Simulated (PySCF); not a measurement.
## Core-level binding energies of phosphanide

Compound: phosphanide, PH₂ (charge -1).
Numbering: `[PH2-:1]`

Structure used (GFN2-xTB), in Å, numbered top down from 1:
```xyz
3
PH2 angstrom
P      0.005    0.627   -0.002
H     -0.956   -0.313   -0.010
H      0.963   -0.316    0.000
```

Level of theory: PySCF, delta-SCF UKS SCAN, pcX-2 on the ionised atom, pcseg-1 elsewhere, spin-free X2C. Each binding energy is the total energy of the core-ionised species, with the hole localised on one atom, minus that of the ground state; both are solved self-consistently, so orbital relaxation is included.

Q: Give the core binding energies atom by atom.

A: 
| atom(s) | environment | level | binding energy (eV) | 2p1/2 (eV) | count |
| --- | --- | --- | --- | --- | --- |
| P1 | phosphorus bonded to 2 H | P 1s | 2141.54 | – | 1 |
| P1 | phosphorus bonded to 2 H | P 2p3/2 | 128.06 | 128.96 | 1 |

Q: Express the binding energy of P 2p3/2 of P1 in atomic units and per mole.

A: 128.06 eV = 4.7061 Eh = 12356 kJ/mol.

Spin–orbit and ligand-field terms were added within each 2p shell after the spin-free SCF. 2p1/2 minus 2p3/2 (ligand field included): P 0.90 eV. The species carries charge -1, so core ionisation leaves a neutral species. The basis sets have no added diffuse functions. Geometry: GFN2-xTB; no solvent, vibrations or thermal averaging.

Rough CPU time on one thread of a shared machine: about 4 s.
